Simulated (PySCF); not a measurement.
NH₂ (charge -1).
Structure used (PBE0-D3(BJ)/def2-SVP), in Å, numbered top down from 1:
```xyz
3
NH2 angstrom
N      0.005    0.468   -0.002
H     -0.776   -0.233   -0.069
H      0.782   -0.237    0.059
```

Computed, not measured: PBE0-D3(BJ)/def2-SVP geometry optimisation, gas phase in PySCF 2.14.0.

Masses are those of the commonest isotopes; rigid-rotor values at the optimised geometry. 

Problem. What are A, B and C (MHz)?

Solution. Ia = 0.87, Ib = 1.23, Ic = 2.10 u·Å²; 505379 MHz·u·Å²/I gives A = 580579, B = 410175, C = 240361 MHz.

Problem. What kind of rotor is it?

Solution. An asymmetric top: κ = (2 × 410175 − 580579 − 240361)/(580579 − 240361) = 0.00.

Problem. List the rotational levels J(Ka,Kc) to J = 2 (MHz).

Solution. Above 0(0,0):
J = 1: 1(0,1) 650536, 1(1,1) 820940, 1(1,0) 990754
J = 2: 2(0,2) 1872955, 2(1,2) 1952199, 2(1,1) 2461639, 2(2,1) 2972853, 2(2,0) 3051505
Those of J = 1 are B + C, A + C and A + B.

Problem. Which lines would a microwave search look for?

Solution. The dipole components (about the centre of mass, as the species is charged) are |μa| = 0.00 D, |μb| = 1.07 D, |μc| = 0.00 D; the symmetry axis of this C2v structure is b, so μa and μc vanish by symmetry and there are no a-type or c-type lines. Some lines, for components of 0.1 D or more:

```json
{"type": "b", "branch": "Q", "J(Ka,Kc)": "1(1,0) ← 1(0,1)", "MHz": "340218", "lower level (cm⁻¹)": "21.700"}
{"type": "b", "branch": "Q", "J(Ka,Kc)": "2(1,1) ← 2(0,2)", "MHz": "588684", "lower level (cm⁻¹)": "62.475"}
{"type": "b", "branch": "Q", "J(Ka,Kc)": "2(2,0) ← 2(1,1)", "MHz": "589866", "lower level (cm⁻¹)": "82.111"}
{"type": "b", "branch": "Q", "J(Ka,Kc)": "3(1,2) ← 3(0,3)", "MHz": "1019205", "lower level (cm⁻¹)": "119.456"}
{"type": "b", "branch": "Q", "J(Ka,Kc)": "2(2,1) ← 2(1,2)", "MHz": "1020654", "lower level (cm⁻¹)": "65.118"}
{"type": "b", "branch": "R", "J(Ka,Kc)": "2(0,2) ← 1(1,1)", "MHz": "1052015", "lower level (cm⁻¹)": "27.384"}
{"type": "b", "branch": "R", "J(Ka,Kc)": "2(1,2) ← 1(0,1)", "MHz": "1301663", "lower level (cm⁻¹)": "21.700"}
{"type": "b", "branch": "Q", "J(Ka,Kc)": "4(4,0) ← 4(3,1)", "MHz": "1555260", "lower level (cm⁻¹)": "303.763"}
{"type": "b", "branch": "Q", "J(Ka,Kc)": "4(2,3) ← 4(1,4)", "MHz": "1699829", "lower level (cm⁻¹)": "192.208"}
{"type": "b", "branch": "R", "J(Ka,Kc)": "4(2,2) ← 3(3,1)", "MHz": "1962601", "lower level (cm⁻¹)": "208.234"}
{"type": "b", "branch": "R", "J(Ka,Kc)": "4(0,4) ← 3(1,3)", "MHz": "2147755", "lower level (cm⁻¹)": "120.330"}
{"type": "b", "branch": "R", "J(Ka,Kc)": "2(2,0) ← 1(1,1)", "MHz": "2230565", "lower level (cm⁻¹)": "27.384"}
{"type": "b", "branch": "R", "J(Ka,Kc)": "4(1,3) ← 3(2,2)", "MHz": "2381854", "lower level (cm⁻¹)": "164.262"}
{"type": "b", "branch": "R", "J(Ka,Kc)": "3(2,2) ← 2(1,1)", "MHz": "2462821", "lower level (cm⁻¹)": "82.111"}
{"type": "b", "branch": "R", "J(Ka,Kc)": "4(2,3) ← 3(1,2)", "MHz": "2861671", "lower level (cm⁻¹)": "153.453"}
{"type": "b", "branch": "R", "J(Ka,Kc)": "3(2,1) ← 2(1,2)", "MHz": "3294275", "lower level (cm⁻¹)": "65.118"}
{"type": "b", "branch": "R", "J(Ka,Kc)": "3(3,0) ← 2(2,1)", "MHz": "3295724", "lower level (cm⁻¹)": "99.164"}
{"type": "b", "branch": "R", "J(Ka,Kc)": "4(3,2) ← 3(2,1)", "MHz": "3706041", "lower level (cm⁻¹)": "175.004"}
```

Problem. Estimate the classical rotational partition function at 500 K.

Solution. Point group C2v, symmetry number σ = 2; q = (√π/σ)·√((kT/h)³/(ABC)), k/h = 20836.6 MHz/K: 125 at 500 K.

No frequency check. Constants of a rigid frame at the computed geometry: no zero-point averaging, no centrifugal distortion. Quadrupole hyperfine structure (14N) is left out.
